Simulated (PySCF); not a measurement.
Molecule: SMILES C(=S)=S, CS₂.

Atom-mapped SMILES (the numbers label the heavy atoms): `[S:1]=[C:2]=[S:3]`.

Geometry PBE0-D3(BJ)/def2-SVP throughout; GIAO in PySCF 2.14, gas phase, one conformer, non-relativistic; equivalent atoms averaged; basis pcSseg-2.

Question: How do the absolute shieldings σ depend on the functional? (ppm; last column core-seconds on shared hosts with different chips, so compare them loosely)

Answer: 
```csv
functional,kind,S1/S3,C2,core-s
HF,Hartree–Fock,522.2,-62.9,2.2
LDA,LDA,483.8,-22.2,4.2
PBE,GGA,497.4,-18.7,3.7
BLYP,GGA,488.0,-26.3,3.2
BP86,GGA,494.7,-19.3,4.2
OPBE,GGA,517.2,-5.0,3.5
KT2,GGA,525.2,-7.9,3.7
KT3,GGA,526.0,-6.9,4.7
B97-D,GGA,503.6,-14.3,3.8
B3LYP,global hybrid,492.2,-35.7,2.9
PBE0,global hybrid,502.9,-30.2,3
mPW1PW91,global hybrid,499.4,-31.7,3.2
WP04,global hybrid,468.6,-41.0,3
B97-2,global hybrid,507.3,-25.1,2.9
BHandHLYP,global hybrid,500.5,-48.4,2.6
CAM-B3LYP,range-separated hybrid,494.7,-47.3,3.6
wB97X-D,range-separated hybrid,499.9,-41.4,3.7
LC-wPBE,range-separated hybrid,500.7,-51.3,5.2
```

Question: Which nucleus moves most, in ppm?

Answer: C2 (central carbon of a heterocumulene): from -62.9 ppm with HF to -5.0 ppm with OPBE. The smallest spread is 57.4 ppm, at S1/S3.
